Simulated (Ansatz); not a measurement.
1T (CdI2-type) SnSe2

All values below come from PBE+SOC in Ansatz (PAW).

Numerical settings: plane-wave cutoff 520 eV, 12×12×6 k mesh (along the axes of the cell as run), Fermi–Dirac smearing 0.01 eV, PAW data made under PBE.

Cell: relaxed at this level.

For 1T (CdI2-type) SnSe2, the equilibrium volume per atom is 30.32 Å³/atom and the equilibrium lattice constant a is 3.873 Å. The c axis length is 6.958 Å. The band gap is 0.66 eV (indirect) and the smallest direct gap on the k points sampled is 1.05 eV. The direct gap at Γ comes out as 1.09 eV.

Measured, for comparison: band gap 0.98 eV (temperature not stated, no zero-point or thermal correction, indirect, our sources range from 0.98 to 1.06; as tabulated in Gonzalez and Oleynik (2016), arXiv:1609.04381); lattice parameter c 6.14 Å (temperature not stated, no zero-point or thermal correction; as tabulated in Gonzalez and Oleynik (2016), arXiv:1609.04381). Computed (rounded) less measured: band gap -0.32 eV (-0.32 eV to -0.40 eV over the range), lattice parameter c +13.3 %.

Note: for a layered or molecular solid the relaxed cell lies over 5 % above the published volume, where the minimum can be shallow; the cell comes from a level without a dispersion term, which matters for the spacing of layers, chains or molecules.

The computed numbers hold no vibrational or temperature effects.

Computing time: very roughly 50 core-minutes.

Ansatz is a first-principles code.
